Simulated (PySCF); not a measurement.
Species: C4H4N (charge -1).
Bonds: C1–C2 (aromatic), C2–C3 (aromatic), C3–N4 (aromatic), N4–C5 (aromatic), C1–C5 (aromatic). Hydrogens: H6 on C1; H7 on C2; H8 on C3; H9 on C5.

Method used: PBE0-D3(BJ)/def2-TZVP geometry optimisation, gas phase in PySCF 2.14.0.

Question: Give the optimised bond lengths and angles.

Answer: 
```json
{"bond": "C1–C2", "length (Å)": "1.413"}
{"bond": "C3–N4, N4–C5", "length (Å)": "1.354"}
{"bond": "C1–C5, C2–C3", "length (Å)": "1.396"}
{"bond": "C1–H6, C2–H7", "length (Å)": "1.085"}
{"bond": "C3–H8, C5–H9", "length (Å)": "1.087"}
```

Bonds in one row agree within 0.01 Å and their mean is given. A selection of angles:
```json
{"angle": "C2–C1–C5", "degrees": "105.3"}
{"angle": "C2–C1–H6", "degrees": "127.4"}
{"angle": "C5–C1–H6", "degrees": "127.3"}
{"angle": "C2–C3–N4", "degrees": "112.2"}
{"angle": "C2–C3–H8", "degrees": "127.2"}
{"angle": "N4–C3–H8", "degrees": "120.6"}
{"angle": "C3–N4–C5", "degrees": "105.1"}
```

The 5 heavy atoms lie in one plane (0.000 Å rms). The 5-membered ring C1–C2–C3–N4–C5 has internal angles of 105.1° to 112.2° (sum 540°, against 540° for a flat polygon); it is planar, 0.00 Å rms from its mean plane, widest ring torsion 0°. C3 (aromatic CH next to a ring nitrogen) is planar (angles 127.2°, 120.6° and 112.2°, sum 360.0°, 0.00 Å off the plane of its three neighbours). C1 (aromatic CH carbon) is planar (angles 127.4°, 127.3° and 105.3°, sum 360.0°, 0.00 Å off the plane of its three neighbours).

Point group: C2v (every atom within 0.08 Å of its image). Whether it is a minimum is left open (no frequencies). Geometry: PBE0-D3(BJ)/def2-TZVP; no solvent, vibrations or thermal averaging.
